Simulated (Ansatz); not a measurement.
`FC1CCCO1` at its PBE0-D4/def2-TZVP geometry, where that method's forces vanish. Total charge 0; spin multiplicity 1.

| atom | x (Å) | y (Å) | z (Å) |
| --- | --- | --- | --- |
| F1 | 1.9469 | -0.8000 | 0.5023 |
| C2 | 1.0288 | -0.6140 | -0.5288 |
| C3 | -0.3415 | -1.0275 | -0.0413 |
| C4 | -0.7769 | 0.2314 | 0.7013 |
| C5 | -0.1377 | 1.3322 | -0.1378 |
| O6 | 0.9478 | 0.7193 | -0.8447 |
| H7 | 1.4237 | -1.1610 | -1.3874 |
| H8 | -0.3049 | -1.9241 | 0.5758 |
| H9 | -0.9825 | -1.2197 | -0.9059 |
| H10 | -1.8594 | 0.3379 | 0.7723 |
| H11 | -0.3660 | 0.2298 | 1.7123 |
| H12 | 0.2516 | 2.1565 | 0.4630 |
| H13 | -0.8300 | 1.7392 | -0.8811 |

Task: For each bond, give half the difference of the two atoms' forces along it (eV/Å; positive pushes the atoms apart) under PBE-D4, r2SCAN-D4, B3LYP-D4, ωB97M-V in def2-TZVPP. (Estimate.)

Result: Computed: 
| bond | length (Å) | PBE-D4 | r2SCAN-D4 | B3LYP-D4 | ωB97M-V |
| --- | --- | --- | --- | --- | --- |
| F1–C2 | 1.393 | 0.59 | 0.36 | 0.36 | 0.18 |
| C2–C3 | 1.512 | -0.05 | 0.00 | 0.11 | 0.07 |
| C2–O6 | 1.373 | 0.31 | 0.17 | 0.18 | 0.16 |
| C2–H7 | 1.092 | 0.01 | -0.14 | -0.27 | -0.22 |
| C3–C4 | 1.525 | 0.07 | 0.13 | 0.21 | 0.15 |
| C3–H8 | 1.089 | 0.07 | -0.07 | -0.14 | -0.11 |
| C3–H9 | 1.093 | 0.07 | -0.05 | -0.10 | -0.10 |
| C4–C5 | 1.525 | 0.00 | 0.07 | 0.19 | 0.14 |
| C4–H10 | 1.090 | 0.07 | -0.06 | -0.14 | -0.11 |
| C4–H11 | 1.091 | 0.09 | -0.06 | -0.11 | -0.11 |
| C5–O6 | 1.433 | 0.34 | 0.31 | 0.29 | 0.18 |
| C5–H12 | 1.092 | 0.07 | -0.09 | -0.17 | -0.14 |
| C5–H13 | 1.094 | 0.07 | -0.08 | -0.15 | -0.13 |

B3LYP here is the variant with VWN-RPA as its local correlation; programs differ in this.
